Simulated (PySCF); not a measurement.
H₂NO (doublet state).
SMILES with atom numbers: `[NH2:1][O:2]` (hydrogens: H3, H4 on N1)

A GFN2-xTB structure was refined with PBE0-D3(BJ)/def2-SVP geometry optimisation, gas phase in PySCF. Its GFN2-xTB values:

```csv
coordinate,GFN2-xTB
N1–O2,1.277 Å
N1–H3,1.017 Å
O2–N1–H3,118.5°
H3–N1–H4,119.4°
```

Problem. How do these coordinates change at the PBE0-D3(BJ)/def2-SVP level?

Solution. 
```json
{"coordinate": "N1–O2", "PBE0-D3(BJ)/def2-SVP (Å or °)": "1.258", "change": "-0.019"}
{"coordinate": "N1–H3", "PBE0-D3(BJ)/def2-SVP (Å or °)": "1.023", "change": "+0.006"}
{"coordinate": "H3–N1–H4", "PBE0-D3(BJ)/def2-SVP (Å or °)": "117.6", "change": "-1.8"}
{"coordinate": "O2–N1–H3", "PBE0-D3(BJ)/def2-SVP (Å or °)": "120.2", "change": "+1.7"}
```

The energy falls by 0.34 kcal/mol over 5 energy and gradient evaluations, the largest force component goes from 0.0275 to 7.2e-05 Eh/bohr, and the atoms move by 0.018 Å rms after alignment. The bond that changes most is N1–O2 (ends: nitrogen bonded to O and 2 H; oxygen bonded to N), which shortens by 0.019 Å. Bonds longer at the end by more than 0.005 Å: 2 of 3; shorter: 1. Rotational constants go from 316122, 34156, 30996 to 322010, 34855, 31547 MHz.

The run used 38 basis functions and 35 SCF cycles in all. The run took 1.9 s of wall time on an x86-64 server with one thread, no GPU, shared host.

Whether it is a minimum is left open (no frequencies). ⟨S²⟩ = 0.753 (exact for a doublet: 0.75).
